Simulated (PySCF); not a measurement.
# Dipole moment and polarisability of 2-methylthiophene

2-methylthiophene, C5H6S.
Cartesian coordinates in Å at the GFN2-xTB level; atoms count from 1:
```
atom  x, y, z in Å
C1    -1.9900    0.1919    0.0128
C2    -0.5032    0.1608    0.0235
C3     0.3258   -0.8970   -0.1740
C4     1.6975   -0.5581   -0.0920
C5     1.8930    0.7565    0.1677
S6     0.4061    1.6111    0.3183
H7    -2.3757    0.5351    0.9726
H8    -2.3557    0.8739   -0.7545
H9    -2.3809   -0.8031   -0.1871
H10   -0.0272   -1.8933   -0.3741
H11    2.4956   -1.2673   -0.2210
H12    2.8159    1.2889    0.2819
```

Level: wB97X-D/def2-SVPD (PySCF), static field, nuclei fixed, core orbitals frozen in the response. The polarisability tensor in these axes (au):

```
x   88.43 -1.36  0.16
y   -1.36 81.13  5.84
z    0.16  5.84 52.23
```

**Question.** Diagonalise the tensor; give its mean and Δα, where Δα² is half the sum of the squared differences of the eigenvalues.

**Answer.** Principal values 51.08, 82.00 and 88.70 au; mean 73.93 au = 10.95 Å³ = 12.19 × 10⁻⁴⁰ C²·m²/J; Δα = 34.75 au (47 % of the mean).

**Question.** What is the dipole moment, and where does it point?

**Answer.** (-0.39, -0.63, -0.13) D, 0.75 D in size, pointing from the negative to the positive side. Measured along this direction, the outermost atoms are H12 at the negative end and H9 at the positive end.

**Question.** Give the eigenvalues of the traceless quadrupole moment Θ = ½Σq(3rr − r²1), origin at the centre of nuclear charge.

**Answer.** -6.91, 0.56, 6.35 D·Å. The values depend on the origin, since the dipole doesn't vanish. The electronic extent ⟨r²⟩ about the same centre is 627 bohr², a root-mean-square distance of 1.84 Å for the 52 electrons.

**Question.** Give the principal axes and the span of the nuclei along them.

**Answer.** Largest value along (0.98, -0.20, -0.03), where the nuclei span 5.16 Å; middle along (0.20, 0.96, 0.19), 3.75 Å; least along (-0.01, -0.19, 0.98), 1.76 Å. The response follows the extents in order.

**Question.** What molar refraction does this α imply?

**Answer.** Lorentz–Lorenz: R = (4π/3)N_A α = 2.5225 cm³/(mol·Å³) × 10.95 Å³ = 27.6 cm³/mol, in the limit of long wavelengths.

Geometry: GFN2-xTB; no solvent, vibrations or thermal averaging.
